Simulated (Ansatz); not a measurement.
Errors in the atomisation enthalpy at 298 K

6 molecules, all hydrocarbons; the atomisation enthalpy at 298 K in kJ/mol, computed less measured. Shapes, held fixed at every level: PBE0-D4/def2-TZVP. Flexible molecules stand in one conformer, not always the lowest. Thermal terms are harmonic and unscaled (PBE0-D4/def2-TZVP); the spin-orbit lowering of the free atoms is taken from their spectra. Programs: Ansatz 0.2.0. Measured values: Active Thermochemical Tables, CRC Handbook of Chemistry and Physics.

Levels: A = SPW92/def2-TZVPP; B = wB97M-V/def2-TZVPP; C = B2PLYP/def2-TZVPP; D = CCSD(T)/def2-SVP.

```tsv
molecule	from tabulated heats	A	B	C	D
CH4 (methane)	1663	+174	-1	-12	-68
C4H8 (cis-2-butene)	4619	+625	+3	-43	-182
C4H8 (SMILES C1CCC1)	4584	+643	+10	-48	-174
C5H10 (1,1-dimethylcyclopropane)	5773	+810	+12	-61	-214
C6H10 (cyclohexene)	6486	+932	+8	-72	-241
C6H10 (1,5-hexadiene)	6397	+898	+4	-65	-249
```

Task: Which level does best on this set, which worst, and which err to one side?

Result: 
```csv
level,kind,mean error,mean absolute error,worst case
SPW92/def2-TZVPP,LDA,+680.3,680.3,C6H10 (cyclohexene)
wB97M-V/def2-TZVPP,range-separated hybrid,+6.0,6.3,C5H10
B2PLYP/def2-TZVPP,double hybrid,-50.2,50.2,C6H10 (cyclohexene)
CCSD(T)/def2-SVP,coupled cluster or CI,-188.0,188.0,"C6H10 (1,5-hexadiene)"
```

On this set wB97M-V/def2-TZVPP has the smallest mean absolute error and SPW92/def2-TZVPP the largest. SPW92/def2-TZVPP is too high in 6 of 6; wB97M-V/def2-TZVPP is too high in 5 of 6; B2PLYP/def2-TZVPP is too low in 6 of 6; CCSD(T)/def2-SVP is too low in 6 of 6. Heats of the atoms come from ATcT where it has them. The levels differ in basis as well as in method. For SPW92/def2-TZVPP and B2PLYP/def2-TZVPP and CCSD(T)/def2-SVP the error tends to grow with the atomisation enthalpy. Correlated wave functions converge slowly with the basis. The set is small.
